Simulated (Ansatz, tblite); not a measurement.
# MnF3: rung by rung, part 3 of 3

How do method and basis change the picture of MnF3 (quintet)?

Ansatz 0.2.0, Gaussian basis; as each input shows. The steps go on from the part before.

## Step 26: PBE0-D4/def2-TZVPD

in.yaml

```yaml
crystal:
  periodic: [false, false, false]
  atoms:
    - {symbol: Mn, position_ang: [-0.194780, 0.003047, -0.000946]}
    - {symbol: F, position_ang: [1.526731, -0.024159, 0.007301]}
    - {symbol: F, position_ang: [-0.639085, 1.692443, -0.014335]}
    - {symbol: F, position_ang: [-0.692866, -1.671331, 0.007971]}
basis:
  gaussian: {orbitals: def2-TZVPD, initial_orbitals: start.molden}
magnetization: {spin_polarized: true, initial_magnetization: 4}
hamiltonian: {xc: pbe0, dispersion: d4}
scf: {omitted_lower_state_checks: [starts]}
output: {orbitals: {seedname: orbitals}}
```

Command:

```bash
> ansatz run in.yaml --threads 2 --pin off --events-out ev --progress --plain --max-ram 4352MiB
```

Output, cut to the lines that bear on the results:

```text
Functional definition: PBE0
  name "PBE0"
  cite "Adamo & Barone, J. Chem. Phys. 110, 6158 (1999) doi:10.1063/1.478522"
  cite "Perdew, Burke & Ernzerhof, Phys. Rev. Lett. 77, 3865 (1996) doi:10.1103/PhysRevLett.77.3865"
  parent pbe
[...]
1133 factors; their error is unknown
[...]
mean field -39464.14559884 eV, -1450.2806009988 hartree, gradient 2.5e-5 eV, S^2 6.033691; 0 other end points of the search recorded, 0 dependent functions left out
reference -39464.14564432 eV, -1450.2806026702 hartree; 28, 24 occupied and 140, 144 virtual orbitals, 1133 factors
Total energy: -39464.18991652 eV, -1450.2822296436 hartree
Checks for a lower state left out: starts
```

It took 3.6 s on 2 threads of Intel Xeon 6975P-C, shared host.

Report: HOMO -9.92 eV, LUMO -4.95 eV (over both spins); ⟨S²⟩ 6.034 (pure: 6.00).

## Step 27: PBE-D4/def2-TZVPD

in.yaml: that of step 26 with these lines changed.

```diff
@@ -10,3 +10,3 @@
 magnetization: {spin_polarized: true, initial_magnetization: 4}
-hamiltonian: {xc: pbe0, dispersion: d4}
+hamiltonian: {xc: pbe, dispersion: d4}
 scf: {omitted_lower_state_checks: [starts]}
```

The command is unchanged.

Output, cut to the lines that bear on the results:

```text
Functional definition: PBE
  name "PBE"
  cite "Perdew, Burke & Ernzerhof, Phys. Rev. Lett. 77, 3865 (1996) doi:10.1103/PhysRevLett.77.3865"
  parent pbe
[...]
1045 factors; their error is unknown
[...]
mean field -39464.32576647 eV, -1450.2872220370 hartree, gradient 1.4e-5 eV, S^2 6.024490; 0 other end points of the search recorded, 0 dependent functions left out
reference -39464.32582396 eV, -1450.2872241497 hartree; 28, 24 occupied and 140, 144 virtual orbitals, 1045 factors
Total energy: -39464.37887584 eV, -1450.2891737705 hartree
Checks for a lower state left out: starts
```

Run time: 2.6 s. Hardware: 2 threads of Intel Xeon 6975P-C, shared host.

HOMO -7.08 eV, LUMO -5.75 eV (over both spins); ⟨S²⟩ 6.024 (pure: 6.00).

## Step 28: r2SCAN-D4/def2-TZVPD

in.yaml: that of step 27 with these lines changed.

```diff
@@ -10,3 +10,3 @@
 magnetization: {spin_polarized: true, initial_magnetization: 4}
-hamiltonian: {xc: pbe, dispersion: d4}
+hamiltonian: {xc: r2scan, dispersion: d4}
 scf: {omitted_lower_state_checks: [starts]}
```

Same command.

Output, cut to the lines that bear on the results:

```text
Functional definition: r2SCAN
  name "r2SCAN"
  cite "Furness, Kaplan, Ning, Perdew & Sun, J. Phys. Chem. Lett. 11, 8208 (2020) doi:10.1021/acs.jpclett.0c02405"
  cite "Furness, Kaplan, Ning, Perdew & Sun, J. Phys. Chem. Lett. 11, 9248 (2020) doi:10.1021/acs.jpclett.0c03077"
  parent r2scan
[...]
1045 factors; their error is unknown
[...]
mean field -39474.50343227 eV, -1450.6612443563 hartree, gradient 1.5e-5 eV, S^2 6.034479; 0 other end points of the search recorded, 0 dependent functions left out
reference -39474.50346259 eV, -1450.6612454708 hartree; 28, 24 occupied and 140, 144 virtual orbitals, 1045 factors
Total energy: -39474.51542617 eV, -1450.6616851241 hartree
Checks for a lower state left out: starts
```

Run time: 3.7 s. Hardware: 2 threads of Intel Xeon 6975P-C, shared host.

From the report: HOMO -7.89 eV, LUMO -5.90 eV (over both spins); ⟨S²⟩ 6.034 (pure: 6.00).

## Step 29: CCSD(T)/def2-TZVPP

in.yaml: that of step 28 with these lines changed.

```diff
@@ -8,6 +8,6 @@
 basis:
-  gaussian: {orbitals: def2-TZVPD, initial_orbitals: start.molden}
+  gaussian: {orbitals: def2-TZVPP, initial_orbitals: start.molden}
 magnetization: {spin_polarized: true, initial_magnetization: 4}
-hamiltonian: {xc: r2scan, dispersion: d4}
-scf: {omitted_lower_state_checks: [starts]}
+correlation: {method: ccsd_t}
+scf: {omitted_lower_state_checks: [starts, cluster_reference]}
 output: {orbitals: {seedname: orbitals}}
```

The command is unchanged.

Output, cut to the lines that bear on the results:

```text
Functional definition: HF
  name "HF"
  cite "Fock, Z. Phys. 61, 126 (1930) doi:10.1007/BF01340294"
  parent pbe
[...]
1088 factors; integrals over basis functions are off by at most 1.2e-3 eV
[...]
mean field -39411.66529685 eV, -1448.3519854730 hartree, gradient 2.6e-6 eV, S^2 6.023594; 0 other end points of the search recorded, 0 dependent functions left out
[...]
reference -39411.66529685 eV, -1448.3519854730 hartree; 20, 16 occupied and 129, 133 virtual orbitals, 1088 factors
second order -33.78756976 eV of doubles, -0.00000000 eV of singles
cycle   1  -32.65874306 eV  change     1.1e0 eV  update   2.0e-1
[...]
cycle  16  -33.95196627 eV  change   -1.0e-5 eV  update   1.1e-5
perturbative correction -1.20762729 eV, -0.0443794843 hartree
Total energy: -39446.82489041 eV, -1449.6440767044 hartree
Checks for a lower state left out: starts, cluster_reference
```

Wall time 1.9 min (2 threads of Intel Xeon 6975P-C, shared host); peak memory 3.8 GiB.

From the report: Hartree-Fock HOMO -16.34 eV, LUMO -0.34 eV (over both spins); ⟨S²⟩ 6.024 (pure: 6.00); T1 0.030.

## Step 30: MP2/def2-TZVP

in.yaml: that of step 29 with these lines changed.

```diff
@@ -8,6 +8,6 @@
 basis:
-  gaussian: {orbitals: def2-TZVPP, initial_orbitals: start.molden}
+  gaussian: {orbitals: def2-TZVP, initial_orbitals: start.molden}
 magnetization: {spin_polarized: true, initial_magnetization: 4}
-correlation: {method: ccsd_t}
-scf: {omitted_lower_state_checks: [starts, cluster_reference]}
+correlation: {method: mp2}
+scf: {omitted_lower_state_checks: [starts]}
 output: {orbitals: {seedname: orbitals}}
```

Launched as before.

Output, cut to the lines that bear on the results:

```text
Functional definition: HF
  name "HF"
  cite "Fock, Z. Phys. 61, 126 (1930) doi:10.1007/BF01340294"
  parent pbe
[...]
1043 factors; integrals over basis functions are off by at most 7.3e-4 eV
[...]
mean field -39411.42875702 eV, -1448.3432927947 hartree, gradient 2.8e-6 eV, S^2 6.025702; 0 other end points of the search recorded, 0 dependent functions left out
8 core orbitals not correlated: weight in the atoms' cores, before any rotation towards them, 1.000 or more for the frozen orbitals, at most 0.000 for the correlated occupied ones
reference -39411.42875702 eV, -1448.3432927947 hartree; 20, 16 occupied and 110, 114 virtual orbitals, 1043 factors
second order -31.33769225 eV of doubles, -0.00000000 eV of singles
Total energy: -39442.76644927 eV, -1449.4949317434 hartree
Checks for a lower state left out: starts
```

Wall time 2.3 s (2 threads of Intel Xeon 6975P-C, shared host).

Hartree-Fock HOMO -16.35 eV, LUMO -0.44 eV (over both spins); ⟨S²⟩ 6.026 (pure: 6.00).

## Step 31: RPA/def2-TZVP

in.yaml: that of step 30 with these lines changed.

```diff
@@ -10,4 +10,4 @@
 magnetization: {spin_polarized: true, initial_magnetization: 4}
-correlation: {method: mp2}
+hamiltonian: {xc: pbe}
+correlation: {method: rpa}
 scf: {omitted_lower_state_checks: [starts]}
-output: {orbitals: {seedname: orbitals}}
```

Launched as before.

Output, cut to the lines that bear on the results:

```text
Functional definition: PBE
  name "PBE"
  cite "Perdew, Burke & Ernzerhof, Phys. Rev. Lett. 77, 3865 (1996) doi:10.1103/PhysRevLett.77.3865"
  parent pbe
[...]
1043 factors; integrals over basis functions are off by at most 7.3e-4 eV
[...]
mean field -39464.16079725 eV, -1450.2811595298 hartree, gradient 3.0e-6 eV, S^2 6.024558; 0 other end points of the search recorded, 0 dependent functions left out
8 core orbitals not correlated: weight in the atoms' cores, before any rotation towards them, 1.000 or more for the frozen orbitals, at most 0.000 for the correlated occupied ones
reference -39407.19161843 eV, -1448.1875808236 hartree; 20, 16 occupied and 110, 114 virtual orbitals, 1043 factors
Total energy: -39455.89374903 eV, -1449.9773511115 hartree
Checks for a lower state left out: starts
```

It took 3.8 s on 2 threads of Intel Xeon 6975P-C, shared host.

Report: ⟨S²⟩ 6.025 (pure: 6.00).

## Step 32: MP2/def2-QZVPP

in.yaml: that of step 31 with these lines changed.

```diff
@@ -8,6 +8,6 @@
 basis:
-  gaussian: {orbitals: def2-TZVP, initial_orbitals: start.molden}
+  gaussian: {orbitals: "def2-QZVPP.json", initial_orbitals: start.molden}
 magnetization: {spin_polarized: true, initial_magnetization: 4}
-hamiltonian: {xc: pbe}
-correlation: {method: rpa}
+correlation: {method: mp2}
 scf: {omitted_lower_state_checks: [starts]}
+output: {orbitals: {seedname: orbitals}}
```

Same command.

Output, cut to the lines that bear on the results:

```text
Functional definition: HF
  name "HF"
  cite "Fock, Z. Phys. 61, 126 (1930) doi:10.1007/BF01340294"
  parent pbe
[...]
1793 factors; integrals over basis functions are off by at most 1.0e-3 eV
[...]
mean field -39412.79287640 eV, -1448.3934232572 hartree, gradient 1.8e-6 eV, S^2 6.022476; 0 other end points of the search recorded, 0 dependent functions left out
8 core orbitals not correlated: weight in the atoms' cores, before any rotation towards them, 1.000 or more for the frozen orbitals, at most 0.000 for the correlated occupied ones
reference -39412.79287640 eV, -1448.3934232572 hartree; 20, 16 occupied and 243, 247 virtual orbitals, 1793 factors
second order -36.53812863 eV of doubles, -0.00000000 eV of singles
Total energy: -39449.33100503 eV, -1449.7361747178 hartree
Checks for a lower state left out: starts
```

Wall time 12 s (2 threads of Intel Xeon 6975P-C, shared host); peak memory 0.9 GiB.

From the report: Hartree-Fock HOMO -16.31 eV, LUMO -0.27 eV (over both spins); ⟨S²⟩ 6.022 (pure: 6.00).

## Step 33: Comparison

| level | functions | HOMO (eV) | LUMO (eV) | gap (eV) | ⟨S²⟩ | time |
| --- | --- | --- | --- | --- | --- | --- |
| HF/STO-3G | 33 | -9.08 | 5.11 | 14.19 | 6.065 | 0.2 s |
| HF/def2-TZVP | 138 | -16.35 | -0.44 | 15.91 | 6.026 | 4.2 s |
| LDA/def2-TZVP | 138 | -7.16 | -6.13 | 1.03 | 6.025 | 0.85 s |
| PBE-D4/def2-SVP | 73 | -6.52 | -5.23 | 1.29 | 6.025 | 1.1 s |
| PBE-D4/def2-TZVP | 138 | -7.02 | -5.70 | 1.32 | 6.025 | 1.5 s |
| PBE-D4/def2-TZVPD | 168 | -7.08 | -5.75 | 1.32 | 6.024 | 2.6 s |
| revPBE-D4/def2-TZVP | 138 | -6.94 | -5.58 | 1.36 | 6.026 | 1.6 s |
| BLYP-D4/def2-TZVP | 138 | -6.97 | -5.58 | 1.39 | 6.021 | 1.6 s |
| r2SCAN-D4/def2-TZVP | 138 | -7.89 | -5.90 | 1.99 | 6.035 | 2.7 s |
| r2SCAN-D4/def2-TZVPD | 168 | -7.89 | -5.90 | 2.00 | 6.034 | 3.7 s |
| B97M-V/def2-TZVP | 138 | -8.17 | -5.97 | 2.20 | 6.042 | 4.6 s |
| r2SCANh-D4/def2-TZVP | 138 | -8.95 | -5.59 | 3.36 | 6.038 | 3.3 s |
| B3LYP-D4/def2-TZVP | 138 | -9.48 | -5.17 | 4.31 | 6.028 | 3.5 s |
| PBE0-D4/def2-SVP | 73 | -9.56 | -4.76 | 4.80 | 6.038 | 1.4 s |
| PBE0-D4/def2-TZVP | 138 | -9.91 | -4.96 | 4.95 | 6.034 | 2.9 s |
| PBE0-D4/def2-TZVPD | 168 | -9.92 | -4.95 | 4.97 | 6.034 | 3.6 s |
| PBE0-D4/def2-QZVPP | 271 | -9.87 | -4.85 | 5.01 | 6.032 | 9 s |
| r2SCAN0-D4/def2-TZVP | 138 | -10.48 | -5.07 | 5.41 | 6.040 | 4 s |
| HSE06-D4/def2-TZVP | 138 | -9.49 | -5.35 | 4.14 | 6.035 | 2.5 s |
| BHLYP-D4/def2-TZVP | 138 | -12.55 | -3.83 | 8.72 | 6.031 | 5.5 s |
| CAM-B3LYP-D4/def2-TZVP | 138 | -11.53 | -3.81 | 7.72 | 6.026 | 3.5 s |
| LC-ωPBE/def2-TZVP | 138 | -12.64 | -2.60 | 10.04 | 6.023 | 3.9 s |
| ωB97X-V/def2-TZVP | 138 | -12.44 | -2.54 | 9.90 | 6.024 | 15 s |
| ωB97M-V/def2-TZVP | 138 | -12.50 | -2.64 | 9.86 | 6.030 | 15 s |

Energy pieces by basis (eV):

| basis | HF | MP2 correlation | CCSD correlation | (T) | total |
| --- | --- | --- | --- | --- | --- |
| def2-TZVPP | -39411.6653 | -33.7876 | -33.9520 | -1.2076 | -39446.8249 |
| def2-TZVP | -39411.4288 | -31.3377 |  |  | -39442.7664 (MP2) |
| def2-QZVPP | -39412.7929 | -36.5381 |  |  | -39449.3310 (MP2) |

The correlation energy is far from converged in these sets, so it jumps between bases; where outer-core shells are correlated, the sets cover them unevenly.

## Step 34: Binding energy

Free atoms were run apart at each level; binding is atoms less cluster, divided by the number of atoms, without zero-point or spin-orbit terms.

Differences are taken before rounding.

| method | binding an atom (eV) | from CCSD(T)/def2-TZVPP (eV) | time |
| --- | --- | --- | --- |
| HF/STO-3G | 1.569 | -1.566 | 0.2 s |
| HF/def2-TZVP | 1.777 | -1.358 | 4.2 s |
| HF/def2-TZVPP | 1.835 | -1.299 |  |
| HF/def2-QZVPP | 1.883 | -1.252 |  |
| LDA/def2-TZVP | 4.336 | +1.201 | 0.85 s |
| PBE-D4/def2-SVP | 3.783 | +0.648 | 1.1 s |
| PBE-D4/def2-TZVP | 3.758 | +0.624 | 1.5 s |
| PBE-D4/def2-TZVPD | 3.771 | +0.636 | 2.6 s |
| revPBE-D4/def2-TZVP | 3.591 | +0.456 | 1.6 s |
| BLYP-D4/def2-TZVP | 3.673 | +0.539 | 1.6 s |
| r2SCAN-D4/def2-TZVP | 3.579 | +0.444 | 2.7 s |
| r2SCAN-D4/def2-TZVPD | 3.602 | +0.467 | 3.7 s |
| B97M-V/def2-TZVP | 3.435 | +0.300 | 4.6 s |
| r2SCANh-D4/def2-TZVP | 3.410 | +0.276 | 3.3 s |
| B3LYP-D4/def2-TZVP | 3.367 | +0.233 | 3.5 s |
| PBE0-D4/def2-SVP | 3.272 | +0.137 | 1.4 s |
| PBE0-D4/def2-TZVP | 3.305 | +0.170 | 2.9 s |
| PBE0-D4/def2-TZVPD | 3.330 | +0.195 | 3.6 s |
| PBE0-D4/def2-QZVPP | 3.379 | +0.244 | 9 s |
| r2SCAN0-D4/def2-TZVP | 3.180 | +0.045 | 4 s |
| HSE06-D4/def2-TZVP | 3.306 | +0.171 | 2.5 s |
| BHLYP-D4/def2-TZVP | 2.900 | -0.234 | 5.5 s |
| CAM-B3LYP-D4/def2-TZVP | 3.399 | +0.264 | 3.5 s |
| LC-ωPBE/def2-TZVP | 3.489 | +0.354 | 3.9 s |
| ωB97X-V/def2-TZVP | 3.387 | +0.252 | 15 s |
| ωB97M-V/def2-TZVP | 3.276 | +0.141 | 15 s |
| B2PLYP/def2-TZVP | 3.288 | +0.154 | 3.6 s |
| PBE-QIDH/def2-TZVP | 3.133 | -0.002 | 3.3 s |
| RPA/def2-TZVP | 2.848 | -0.287 | 3.8 s |
| MP2/def2-TZVP | 3.229 | +0.094 | 2.3 s |
| MP2/def2-QZVPP | 3.418 | +0.283 | 12 s |
| CCSD/def2-TZVPP | 2.984 | -0.151 |  |
| CCSD(T)/def2-TZVPP | 3.135 | 0 | 1.9 min |

Among the levels timed on like hardware and quicker than the yardstick, those that no quicker one beats, quickest first: HF/STO-3G (0.2 s, -1.566 eV); LDA/def2-TZVP (0.85 s, +1.201 eV); PBE-D4/def2-SVP (1.1 s, +0.648 eV); PBE0-D4/def2-SVP (1.4 s, +0.137 eV); MP2/def2-TZVP (2.3 s, +0.094 eV); PBE-QIDH/def2-TZVP (3.3 s, -0.002 eV).

## Step 35: What came out

This closing draws on all 3 parts.

| quantity | value |
| --- | --- |
| gap in def2-TZVP, named functionals and Hartree-Fock, smallest and largest | 1.03 eV (LDA), 15.91 eV (HF) |
| correlation energy, CCSD(T)/def2-TZVPP | -35.16 eV |
| correlation energy, MP2/def2-TZVP | -31.34 eV |
| correlation energy, MP2/def2-QZVPP | -36.54 eV |
| binding an atom, CCSD(T)/def2-TZVPP | 3.135 eV |
| ⟨S²⟩ in def2-TZVP, named functionals and Hartree-Fock, smallest and largest | 6.021, 6.042 |
| PBE0 total energy, smallest basis above largest | 16.13 eV (def2-SVP, def2-QZVPP) |

**Reading.** Over the named functionals and Hartree-Fock in def2-TZVP the gap runs from 1.03 eV (LDA) to 15.91 eV (HF); exact exchange widens it. A small miss in a minimal or small basis is a cancelling of errors, not accuracy. The functionals in def2-TZVP miss CCSD(T)/def2-TZVPP by -0.234 (BHLYP-D4) to +1.201 eV (LDA) an atom. CCSD(T)/def2-TZVPP isn't at the basis-set limit; small misses against it rank nothing. Over the named functionals and Hartree-Fock in def2-TZVP spin contamination reaches 0.04 (B97M-V), which is small.

PBE-QIDH/def2-TZVP reaches 0.002 eV from the reference in 3.3 s, where CCSD(T)/def2-TZVPP took 1.9 min; the quickest level in the cost chart, HF/STO-3G, takes 0.2 s and misses by 1.566 eV. The slowest run with a step of its own, CCSD(T)/def2-TZVPP, took 1.9 min; the quickest functional in def2-TZVP took 0.85 s (shared host).
